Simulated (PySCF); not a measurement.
**BHCl + Cl₂ → BCl₂ + HCl**

Level: PBE0 in the def2-TZVP basis family, all electrons, no relativity, computed in PySCF with density fitting; open shells unrestricted.

```csv
species,state and structure,E (Eh),ZPE (kJ/mol),H(298 K) − H(0) (kJ/mol),S° (J/(mol K))
BHCl,"doublet, Cs, B–Cl 1.710 Å, B–H 1.193 Å; Cl–B–H 123.6°",-485.42626,26.3,10.2,239.7
Cl₂,"singlet, D∞h, Cl–Cl 1.982 Å",-920.08940,3.5,9.1,222.5
BCl₂,"doublet, C2v, B–Cl 1.720 Å (×2); Cl–B–Cl 125.5°",-944.95072,11.9,11.5,270.1
HCl,"singlet, C∞v, H–Cl 1.279 Å",-460.66440,17.9,8.7,186.6
```

(1) What is the electronic reaction energy?

(2) Add zero-point, thermal and entropy terms for 298.15 K and 1 bar.

Results:

(1) At PBE0/def2-TZVP, ΔE = -261.1 kJ/mol from the differences of the total energies times 2625.5, downhill. Chlorination of this kind underlies dry etching.

(2) ΔZPE = 0.0 and Δ[H(298) − H(0)] = 0.9 kJ/mol give ΔH° = -260.2 kJ/mol. ΔS° = -5.5 J/(mol K), so ΔG° = -260.2 − 298.15 × (-0.0055) = -259 kJ/mol.

The structures come from searches over a few start shapes, so lower isomers are not excluded.
